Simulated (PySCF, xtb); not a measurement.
C2H4, SMILES C=C.

GFN2-xTB (xtb) at its own geometry gives an orbital gap of 5.68 eV and a dipole moment of 0.00 D.

Coordinates come from a B3LYP-D3(BJ)/def2-TZVP optimisation.

**Question.** What does M06-2X/def2-TZVPD (PySCF) give? (Estimate from the structure and the level; the computed values follow.)

**Answer.** gap 9.97 eV (levels -9.15 and 0.82 eV), dipole 0.00 D.
